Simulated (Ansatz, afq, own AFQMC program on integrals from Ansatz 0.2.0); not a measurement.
# Where AFQMC and coupled cluster stand for CH2N, quartet

```yaml
atoms:
  - { symbol: N, position_ang: [-0.0315, 0.0000, 0.7755] }
  - { symbol: C, position_ang: [0.0708, 0.0000, -0.7036] }
  - { symbol: H, position_ang: [-0.2030, -0.9302, -1.1965] }
  - { symbol: H, position_ang: [-0.2030, 0.9302, -1.1966] }
```

Connectivity, by distances: N–CH2.

Basis cc-pVDZ. Only valence electrons are correlated. Ansatz 0.2.0 and our own AFQMC program on the same integrals; the CISD trial comes from CCSD amplitudes, and released means the phaseless constraint is let go. Free AFQMC starts from the CCSD state and is never constrained. Its projection time is finite, and what remains of the start isn't in its error. Error bars are statistical, one sigma.

Determinant: ROHF, the one that the program's search chose, which needn't be the lowest solution. The geometry is a point of a scan.

No full CI on the walks' own integrals is used here; CCSDT(Q) serves as the reference and is uncertain by about the last step of the cluster series.

Cautions: lower spins were not checked.

```
T1 diagnostic                               : 0.0177
weight of the determinant in the CISD state : 0.906
size of the correlated space                : 11 electrons in 36 orbitals
```

Reference: CCSDT(Q), correlation energy -6.995 eV. The released energy is read at 2.40 1/Eh (meV from the phaseless value at times in 1/Eh: -2 ± 11 at 0.24, 5 ± 8 at 0.51, -4 ± 8 at 0.99, 5 ± 11 at 1.62, 27 ± 15 at 2.40).

```csv
level,E − E(reference) (mEh),share of correlation (%)
HF,257.04,0.00
MP2,40.87,84.10
CCSD,6.24,97.57
CCSD(T),1.09,99.58
CCSDT,0.30,99.88
ph-AFQMC/HF,-2.17 ± 2.22,100.85
ph-AFQMC/CISD,0.28 ± 0.35,99.89
released AFQMC,1.29 ± 0.55,99.50
free AFQMC,0.16 ± 0.43,99.94
```

Free projections are given only where their last times agree within the noise and don't stop above the reference; a slow remainder of the start can still hide under it. A walk keeps the symmetry of its determinant, which the program's search chose and which needn't be the lowest solution, so a lower state of the same spin and another symmetry isn't excluded. Released energies are given only where the last usable release times agree within the noise; a slower fall can still hide under it.
